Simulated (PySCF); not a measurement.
Species: cis allyl isocyanide, C4H5N.
SMILES with atom numbers: `[C-:1]#[N+:2][CH2:3][CH:4]=[CH2:5]` (hydrogens: H6, H7 on C3; H8 on C4; H9, H10 on C5)

Cartesian coordinates in Å at the PBE0-D3(BJ)/def2-SVP level; atoms count from 1:
```xyz
10
C4H5N angstrom
C      2.2993   -1.8251    0.4588
N      1.2722   -1.3899    0.0969
C      0.0266   -0.8465   -0.3017
C     -0.3285    0.3900    0.4729
C     -0.6611    1.5483   -0.0922
H      0.0597   -0.6303   -1.3813
H     -0.7436   -1.6231   -0.1497
H     -0.3150    0.2864    1.5637
H     -0.6704    1.6752   -1.1796
H     -0.9394    2.4152    0.5121
```

Method used: PBE0-D3(BJ)/def2-SVP geometry optimisation, gas phase in PySCF.

Masses are those of the commonest isotopes; rigid-rotor values at the optimised geometry. The values belong to one conformer with, in the numbering `[C-:1]#[N+:2][CH2:3][CH:4]=[CH2:5]`, N2–C3–C4–C5 127°.

Question: What are A, B and C (GHz)?

Answer: Ia = 24.67, Ib = 183.04, Ic = 191.98 u·Å²; 505379 MHz·u·Å²/I gives 20485, 2761 and 2633 MHz, that is A = 20.485, B = 2.7611, C = 2.6325 GHz.

Question: Classify the top.

Answer: A near-prolate asymmetric top. Ray's parameter κ = (2B − A − C)/(A − C) = -0.986; −1 is the prolate and +1 the oblate limit.

Question: What does the inertial defect say?

Answer: Not planar: Δ = Ic − Ia − Ib = -15.73 u·Å². For a rigid frame Δ = −2 Σ m c², so Σ m c² = 7.87 u·Å² lies off the ab plane: 4.62 from hydrogen and 3.25 from heavier atoms. The atom farthest from that plane is 1.29 Å away.

Question: List the rotational levels J(Ka,Kc) to J = 5 (K).

Answer: Above 0(0,0), as E/k:
J = 1: 1(0,1) 0.259, 1(1,1) 1.109, 1(1,0) 1.116
J = 2: 2(0,2) 0.777, 2(1,2) 1.621, 2(1,1) 1.640, 2(2,1) 4.191, 2(2,0) 4.191
J = 3: 3(0,3) 1.553, 3(1,3) 2.388, 3(1,2) 2.425, 3(2,2) 4.968, 3(2,1) 4.968, 3(3,1) 9.236, 3(3,0) 9.236
J = 4: 4(0,4) 2.588, 4(1,4) 3.411, 4(1,3) 3.473, 4(2,3) 6.003, 4(2,2) 6.004, 4(3,2) 10.272, 4(3,1) 10.272, 4(4,1) 16.248, 4(4,0) 16.248
J = 5: 5(0,5) 3.882, 5(1,5) 4.690, 5(1,4) 4.782, 5(2,4) 7.297, 5(2,3) 7.299, 5(3,3) 11.566, 5(3,2) 11.566, 5(4,2) 17.542, 5(4,1) 17.542, 5(5,1) 25.225, 5(5,0) 25.225
The levels of one J sum to (2J + 1)J(J + 1)(A + B + C)/3.

Question: Which lines would a microwave search look for?

Answer: The dipole components are |μa| = 3.46 D, |μb| = 1.73 D, |μc| = 0.31 D. The squared components, which scale the intensities, stand as 1.00 : 0.25 : 0.01 (a : b : c). Some lines, for components of 0.1 D or more:

| type | branch | J(Ka,Kc) | MHz | lower level (cm⁻¹) |
| --- | --- | --- | --- | --- |
| a | R | 3(1,3) ← 2(1,2) | 15987 | 1.127 |
| b | Q | 1(1,0) ← 1(0,1) | 17852 | 0.180 |
| a | R | 4(2,3) ← 3(2,2) | 21574 | 3.453 |
| c | Q | 2(2,1) ← 2(1,1) | 53172 | 1.140 |
| b | Q | 2(2,0) ← 2(1,1) | 53172 | 1.140 |
| b | Q | 2(2,1) ← 2(1,2) | 53557 | 1.127 |
| b | R | 3(2,2) ← 2(1,1) | 69352 | 1.140 |
| c | R | 4(2,3) ← 3(1,3) | 75324 | 1.660 |
| b | Q | 4(3,1) ← 4(2,2) | 88933 | 4.173 |
| c | R | 4(3,2) ← 3(2,2) | 110517 | 3.453 |
| b | R | 4(4,0) ← 3(3,1) | 146092 | 6.420 |

Question: Estimate the classical rotational partition function at 25 K, 50 K and 298.15 K.

Answer: Point group C1, symmetry number σ = 1; q = (√π/σ)·√((kT/h)³/(ABC)), k/h = 20836.6 MHz/K: 1730 at 25 K, 4880 at 50 K, 71100 at 298.15 K.

Not checked by PBE0-D3(BJ)/def2-SVP frequencies. No vibrational averaging or centrifugal distortion is included, and the geometry carries the error of its method. Quadrupole hyperfine structure (14N) is left out.
